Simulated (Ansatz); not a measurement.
I need a geometry optimisation of C3H4F2S, SMILES FCC(=S)CF. Use Ansatz 0.2.0 through its Python package. Use: B3LYP, 6-31G* basis, multiplicity 1, D4 dispersion.

Script `run_opt.py`:
```python
'''Minimum-energy structure of C3H4F2S.'''

import ansatz as az
import numpy as np
from rdkit import Chem
from rdkit.Chem import AllChem

BASIS = '6-31G*'
FUNCTIONAL = 'b3lyp'
DISPERSION = 'd4'


def main() -> None:
    # start geometry from RDKit
    rd = Chem.AddHs(Chem.MolFromSmiles('FCC(=S)CF'))
    AllChem.EmbedMolecule(rd, randomSeed=135)
    AllChem.UFFOptimizeMolecule(rd)
    geometry = az.Crystal.molecule()
    for atom, xyz in zip(rd.GetAtoms(), rd.GetConformer().GetPositions()):
        geometry = geometry.atom(atom.GetSymbol(), xyz.round(5).tolist())

    calc = (
        geometry.calculation()
        .basis(gaussian=BASIS)
        .functional(FUNCTIONAL, dispersion=DISPERSION)
    )
    symbols = [site.symbol for site in geometry.cartesian_sites]
    start = np.array([site.position_ang for site in geometry.cartesian_sites], dtype=float)
    def progress(event):
        if event['event'] == 'relax_step':
            row = event['data']
            print(f'step {row["step"]:3d}  E = {row["lagrangian_ev"]:.6f} eV  max force {row["allowed_force_max_ev_ang"]:.4f} eV/A')


    data = calc.relax(force_tolerance=0.01, max_steps=100).session().plan().execute(on_event=progress).report
    end = np.array(data['positions_ang'])

    print(f'E = {data["free_energy_ev"]:.6f} eV = {data["free_energy_ev"] / 27.211386246:.7f} Ha')
    print('converged:', data['converged'], ' doubts:', data['published_state_doubts'] or 'none')

    print('bond        before    after (A)')
    for i, j in [(0, 1), (1, 2), (1, 6), (1, 7), (2, 3), (2, 4), (4, 5), (4, 8), (4, 9)]:
        d0, d1 = (np.linalg.norm(xyz[i] - xyz[j]) for xyz in (start, end))
        print(f'{symbols[i]}{i}-{symbols[j]}{j}'.ljust(10), f'{d0:8.4f} {d1:8.4f}')
    for i, j, k in [(0, 1, 2), (0, 1, 6), (0, 1, 7), (2, 1, 6), (2, 1, 7), (6, 1, 7), (1, 2, 3), (1, 2, 4)]:
        u, v = end[i] - end[j], end[k] - end[j]
        print(f'angle {symbols[i]}{i}-{symbols[j]}{j}-{symbols[k]}{k}: {np.degrees(np.arccos(np.clip(u @ v / np.linalg.norm(u) / np.linalg.norm(v), -1, 1))):.2f} deg')

    charges = data['charge_distribution']
    print('dipole moment', round(4.803205 * float(np.linalg.norm(charges['dipole_moment_e_ang'])), 3), 'D')
    print('Mulliken:', [(s, round(q, 3)) for s, q in zip(symbols, charges['mulliken_charges_e'])])
    with open('c3h4f2s_opt.xyz', 'w') as handle:
        handle.write(f'{len(symbols)}\nrelaxed C3H4F2S\n')
        handle.writelines(f'{s:2s} {x:11.6f} {y:11.6f} {z:11.6f}\n' for s, (x, y, z) in zip(symbols, end))


if __name__ == '__main__':
    main()
```

```console
$ python run_opt.py
step   1  E = -19442.818745 eV  max force 12.5053 eV/A
step   2  E = -19443.672274 eV  max force 4.7109 eV/A
step   3  E = -19443.876567 eV  max force 1.1509 eV/A
step   4  E = -19443.898317 eV  max force 0.1587 eV/A
step   5  E = -19443.904271 eV  max force 0.2144 eV/A
step   6  E = -19443.924753 eV  max force 0.6588 eV/A
step   7  E = -19443.959624 eV  max force 0.9312 eV/A
step   8  E = -19443.985081 eV  max force 0.9711 eV/A
step   9  E = -19444.095078 eV  max force 0.3590 eV/A
step  10  E = -19444.145501 eV  max force 0.2472 eV/A
step  11  E = -19444.027588 eV  max force 1.1199 eV/A
step  12  E = -19444.161228 eV  max force 0.0843 eV/A
step  13  E = -19444.168156 eV  max force 0.0467 eV/A
step  14  E = -19444.133676 eV  max force 1.0937 eV/A
step  15  E = -19444.168833 eV  max force 0.0050 eV/A
step  16  E = -19444.168895 eV  max force 0.0100 eV/A
step  17  E = -19444.168294 eV  max force 0.1314 eV/A
step  18  E = -19444.168898 eV  max force 0.0001 eV/A
E = -19444.169098 eV = -714.5600346 Ha
converged: True  doubts: none
bond        before    after (A)
F0-C1        1.3838   1.3689
C1-C2        1.5063   1.5139
C1-H6        1.1114   1.1011
C1-H7        1.1099   1.1011
C2-S3        1.4405   1.6216
C2-C4        1.5063   1.5139
C4-F5        1.3838   1.3689
C4-H8        1.1099   1.1011
C4-H9        1.1114   1.1011
angle F0-C1-C2: 113.01 deg
angle F0-C1-H6: 108.92 deg
angle F0-C1-H7: 108.92 deg
angle C2-C1-H6: 109.22 deg
angle C2-C1-H7: 109.22 deg
angle H6-C1-H7: 107.41 deg
angle C1-C2-S3: 123.80 deg
angle C1-C2-C4: 112.39 deg
dipole moment 3.833 D
Mulliken: [('F', -0.276), ('C', 0.037), ('C', -0.116), ('S', -0.044), ('C', 0.037), ('F', -0.276), ('H', 0.159), ('H', 0.159), ('H', 0.159), ('H', 0.159)]
```

It writes `c3h4f2s_opt.xyz`:
```text
10
relaxed C3H4F2S
F     2.396017    0.118134    0.550136
C     1.235509   -0.321613   -0.027607
C     0.023113    0.480175    0.395466
S     0.083314    1.730992    1.425677
C    -1.251828   -0.017408   -0.251602
F    -2.356621    0.699191    0.122381
H     1.340062   -0.270154   -1.122567
H     1.082120   -1.378823    0.239407
H    -1.405005   -1.074703    0.015198
H    -1.146681    0.034219   -1.346497
```

Reading the output:
- Total energies depend on the basis set; only differences at equal settings carry meaning.
- The end point is the stationary point reached from this start; no frequency run checks that it is a minimum, and the basis set is modest.
- b3lyp holds the VWN-RPA fit, as in Gaussian; the form of ORCA and Turbomole is b3lyp5.
- Hardware and time: 86 s on 1 thread of Arm Neoverse V2 (shared host), peak memory 0.35 GiB.

(Lines on the test bed's own set-up are left out of the output.)
